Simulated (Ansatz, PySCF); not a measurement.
Gas-phase reaction in SMILES: [O]Cl -> [O]Cl as triplet, charge +1 + e-
Each molecule is optimised on its own at B3LYP-D3(BJ)/def2-TZVP (Ansatz, a program for electronic structure).

Property: adiabatic ionisation energy (0 K, with B3LYP-D3(BJ) harmonic zero-point energies from PySCF), in eV. Correlated levels leave the core frozen unless marked. UHF or UKS for open shells. No spin-orbit coupling. No relativistic terms. Basis-set limits of correlation are two-point, X^-3; Hartree-Fock from the larger set (for Q and 5 zeta extrapolated as (X+1)exp(-9√X)).

Measured: 10.89 eV (CCCBDB table in ASE); it holds spin-orbit effects, which all levels lack. This is an older compilation, not checked against later work.

```json
[
 {"level": "PBE/def2-TZVPD", "program": "Ansatz", "adiabatic ionisation energy (eV)": "10.67", "error against measurement": "-0.22"},
 {"level": "BLYP-D4/def2-TZVPD", "program": "Ansatz + dftd4", "adiabatic ionisation energy (eV)": "10.66", "error against measurement": "-0.23"},
 {"level": "r2SCAN-D3(BJ)/def2-TZVPD", "program": "Ansatz + dftd3", "adiabatic ionisation energy (eV)": "10.67", "error against measurement": "-0.22"},
 {"level": "PBE0/6-31G*", "program": "Ansatz", "adiabatic ionisation energy (eV)": "10.79", "error against measurement": "-0.10"},
 {"level": "PBE0-D4/def2-TZVPD", "program": "Ansatz + dftd4", "adiabatic ionisation energy (eV)": "10.79", "error against measurement": "-0.10"},
 {"level": "LC-wPBE-D3(BJ)/def2-TZVPD", "program": "Ansatz + dftd3", "adiabatic ionisation energy (eV)": "10.92", "error against measurement": "0.03"},
 {"level": "CCSD/6-31G*", "program": "Ansatz", "adiabatic ionisation energy (eV)": "10.41", "error against measurement": "-0.48"},
 {"level": "CCSD(T)/def2-QZVPP", "program": "Ansatz", "adiabatic ionisation energy (eV)": "10.78", "error against measurement": "-0.11"},
 {"level": "CCSDT/cc-pV(D+d)Z", "program": "Ansatz", "adiabatic ionisation energy (eV)": "10.32", "error against measurement": "-0.57"},
 {"level": "CCSD(T)/CBS(cc-pV(Q+d)Z,cc-pV(5+d)Z)", "program": "Ansatz", "adiabatic ionisation energy (eV)": "10.88", "error against measurement": "-0.01"}
]
```
